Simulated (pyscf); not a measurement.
`[F][BH][F]` + `[CH2]=[CH2]` → `[CH3][CH2][B]([F])[F]`, gas phase, singlet surface. Single points on ωB97X-D3(BJ)/def2-SVP structures (PySCF, gas phase). Correlated levels are frozen-core, on RHF or UHF. ΔMP2 is the change of the MP2 total energy from the triple- to the quadruple-zeta basis. ΔG in kcal/mol from CCSD(T)/def2-TZVPP + ΔMP2(QZVPP) energies (ideal gas, 1 atm, RRHO with modes under 100 cm⁻¹ raised to 100, one conformer, R ln 2 for chiral ones without a mode under 150 cm⁻¹).

```
T (K)     ΔG
-----  -----
298    -22.2
600        ?
900     -1.8
1200    +7.9
```

Question: Fit a line to the three values, predict ΔG at 600 K, and estimate where the reaction turns unfavourable at 1 atm of each gas.

Answer: Least squares gives ΔG = -32.1 + 33.5 × T/1000 K, so ΔS is about -140 J/(mol K) and ΔH about -32.1 kcal/mol over this range (ΔH at 298 K: -32.7). At 600 K the line gives -12.0; the computed value is -11.8. ΔG = 0 falls near 960 K; 1 kcal/mol in the energy moves that by 30 K. This is thermodynamics alone and says nothing of the barrier. The CCSD(T) − MP2 part came from Ansatz, without density fitting, on the same reference.
